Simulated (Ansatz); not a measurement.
Computed with Ansatz on PBE0-D4/def2-TZVP structures; ΔE is electronic, products minus reactants. CCSD(T)/CBS is the MP2 limit (def2-TZVPP, def2-QZVPP) plus CCSD(T) − MP2 in def2-TZVPP, frozen cores. This one scheme is used for every species. DFT in def2-TZVPP. Each species was taken in one conformer, which may not be the lowest.

Reaction (isomerisation): `C=C=N` → `C1=NC1`

`C=C=N`:

Cartesian coordinates in Å:
```
C -0.382 -0.887 -0.096
C 0.229 0.266 -0.066
N 0.872 1.299 -0.118
H -0.079 -1.681 0.573
H -1.201 -1.051 -0.783
H 0.561 2.053 0.489
```

`C1=NC1`:

Z-matrix (Å, degrees):
```
C
N 1 1.527
C 1 1.442 2 49.5
H 1 1.086 2 116.4 3 -108.9
H 1 1.086 2 116.4 3 108.8
H 3 1.082 1 152.1 2 -180.0
```

**Question.** Is it downhill or uphill in electronic energy at CCSD(T)/CBS, and by how much? (Best estimate.)

**Answer.** Computed: Uphill: ΔE = +83.2 kJ/mol.

**Question.** What do these levels give: r2SCAN-D4, B97M-V, PBE0-D4, r2SCAN0-D4, BHLYP-D4, B2PLYP, r2SCAN0, LC-ωPBE, CCSD(T)/def2-SVP, CCSD(T)/def2-TZVPP, SCS-MP2/def2-QZVPP, CCSD/CBS(def2)? (An estimate is asked.)

**Answer.** The calculation gave: r2SCAN-D4 100.3, B97M-V 96.9, PBE0-D4 89.7, r2SCAN0-D4 94.1, BHLYP-D4 101.3, B2PLYP 96.4, r2SCAN0 94.0, LC-ωPBE 74.2, CCSD(T)/def2-SVP 71.2, CCSD(T)/def2-TZVPP 82.3, SCS-MP2/def2-QZVPP 77.3, CCSD/CBS(def2) 83.8 kJ/mol.

Largest T1 diagnostic among the species: 0.015.

From BLYP to BHLYP (50 % exact exchange), in def2-TZVPP and without D4, ΔE moves by −9.9 kJ/mol. Leaving LDA and LC-ωPBE aside and taking each functional with its dispersion term where it has one, the values, not all of them listed here, spread over 30.9 kJ/mol, from ωB97X-V to BLYP-D4.
